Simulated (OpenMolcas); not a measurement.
SiH4 (silane): methods side by side

The species is SiH4 (5 atoms), meant as a singlet with charge 0. SMILES: `[SiH4]`. The shape is that of a PBE0-D4/def2-TZVP optimisation.

```xyz
5

Si    0.0000    0.0000   -0.0001
H     0.9676   -0.6884    0.8909
H    -1.3310    0.0449    0.6560
H    -0.1051   -0.7403   -1.2826
H     0.4685    1.3838   -0.2642
```

Each level gives the energy change with the Si1–H3 bond stretched from 1.485 to 2.598 Å (eV). The values are calculated.

```csv
level,kind,program,value (eV),less FCI/STO-3G,CPU time (all runs)
PBE0/STO-3G (restricted),global hybrid,OpenMolcas,5.17,+0.95,6.8 s
MP2/STO-3G (restricted),perturbation theory,OpenMolcas,5.31,+1.09,3 s
"CASSCF(2,2)/STO-3G",multireference,OpenMolcas,4.24,+0.02,3 s
"SC-NEVPT2(2,2)/STO-3G",multireference,OpenMolcas,4.24,+0.02,3 s
ACPF/STO-3G (restricted),coupled cluster or CI,OpenMolcas,3.79,-0.43,3.1 s
CCSD(T)/STO-3G (restricted),coupled cluster or CI,OpenMolcas,4.23,+0.01,3.9 s
CISD/STO-3G (restricted),coupled cluster or CI,OpenMolcas,4.54,+0.32,3.1 s
FCI/STO-3G,exact in the basis,OpenMolcas,4.22,0.00,3.7 s
```

FCI/STO-3G is exact within its basis and frozen core, so for wave-function methods in that basis the difference is their error; functionals converge differently with the basis, so for them it is only a difference. The first shape isn't each level's own minimum. The values span 3.79 to 5.31 eV. All rows use very small basis sets, so even the best lies far from the true value. Times are those of the runs behind each value, whatever else they computed, on shared processors of several kinds: orders of magnitude only.
